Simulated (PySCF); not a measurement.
**Core-level binding energies of `C#C[C@@H]1C[C@@H]1C`**

Species: C6H8.
Cartesian coordinates in Å at the PBE0-D3(BJ)/def2-SVP level; atoms count from 1:
```xyz
14
C6H8 angstrom
C      2.2997    1.3834    0.0932
C      1.5018    0.5236    0.4007
C      0.5570   -0.4927    0.7746
C      0.0204   -1.4604   -0.2590
C     -0.8873   -0.4214    0.3119
C     -1.3753    0.7303   -0.5218
H      3.0093    2.1428   -0.1768
H      0.7175   -0.9017    1.7778
H      0.3676   -1.3205   -1.2862
H     -0.1010   -2.5028    0.0455
H     -1.6039   -0.7799    1.0587
H     -0.6044    1.0602   -1.2333
H     -1.6345    1.5946    0.1091
H     -2.2716    0.4460   -1.0947
```

Method: delta-SCF UKS SCAN, pcX-2 on the ionised atom, pcseg-1 elsewhere, spin-free X2C in PySCF. Vertical ΔSCF values, vacuum level as zero.

What binding energy does each computed site have?

| atom(s) | environment | level | binding energy (eV) | above the level's lowest (eV) | count |
| --- | --- | --- | --- | --- | --- |
| C3 | propargylic carbon | C 1s | 291.26 | +1.42 | 1 |
| C5 | three-membered-ring carbon | C 1s | 290.79 | +0.95 | 1 |
| C6 | methyl carbon | C 1s | 290.67 | +0.83 | 1 |
| C4 | three-membered-ring carbon | C 1s | 290.63 | +0.79 | 1 |
| C2 | alkyne carbon | C 1s | 290.51 | +0.67 | 1 |
| C1 | terminal alkyne carbon | C 1s | 289.84 | 0.00 | 1 |

The listed C 1s values span 1.42 eV, from C1 (bonded to C (triple bond) and H) to C3 (bonded to 3 C and H). Summing the Pauling electronegativity differences to the bonded atoms, each weighted by its formal bond order, gives -0.35 for the lowest site and -0.35 for the highest; the largest sum, 0.00, belongs to C2, 0.75 eV below the top. The smallest sum, -1.05, belongs to C6, 0.83 eV above the lowest. The values 290.63 and 290.67 eV lie too close for their order to be trusted.

Which photon energy gives electrons from C 1s of C3 a kinetic energy of 20 eV, and what is their de Broglie wavelength?

hν = 291.26 + 20 = 311.26 eV, recoil neglected; λ = 12.264 Å/√(E/eV) = 2.74 Å.

Spin contamination (⟨S²⟩ against 0.75 for a pure doublet) is marked for C 1s of C2 (0.87), which makes this value less certain. Geometry: PBE0-D3(BJ)/def2-SVP; no solvent, vibrations or thermal averaging.
